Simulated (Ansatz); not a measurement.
**Sodium, bcc: convergence with cold smearing**

Computed with Ansatz, r²SCAN, scalar-relativistic PAW, on the relaxed cell (a = 4.225 Å; spin not included). Errors count from a run at 500 eV on a Γ-centred 17×17×17 mesh with Fermi-Dirac smearing of 0.1 eV, extrapolated to zero width. Fixed here: cutoff 500 eV, mesh 11×11×11. The SCF starts from atomic densities corrected by a trained network.

```json
{"width (eV)": "0.01", "E(σ→0) error (meV/atom)": "-2.9", "F error (meV/atom)": "-2.9", "P (GPa)": "-0.02", "SCF iterations": "5"}
{"width (eV)": "0.03", "E(σ→0) error (meV/atom)": "-2.9", "F error (meV/atom)": "-3.0", "P (GPa)": "-0.02", "SCF iterations": "5"}
{"width (eV)": "0.1", "E(σ→0) error (meV/atom)": "-3.2", "F error (meV/atom)": "-3.2", "P (GPa)": "-0.02", "SCF iterations": "5"}
{"width (eV)": "0.2", "E(σ→0) error (meV/atom)": "-3.3", "F error (meV/atom)": "-3.3", "P (GPa)": "-0.02", "SCF iterations": "6"}
{"width (eV)": "0.3", "E(σ→0) error (meV/atom)": "-3.4", "F error (meV/atom)": "-3.2", "P (GPa)": "-0.02", "SCF iterations": "6"}
{"width (eV)": "0.6", "E(σ→0) error (meV/atom)": "-1.6", "F error (meV/atom)": "-3.1", "P (GPa)": "-0.01", "SCF iterations": "6"}
{"width (eV)": "1.0", "E(σ→0) error (meV/atom)": "-0.4", "F error (meV/atom)": "-10.9", "P (GPa)": "0.03", "SCF iterations": "6"}
```
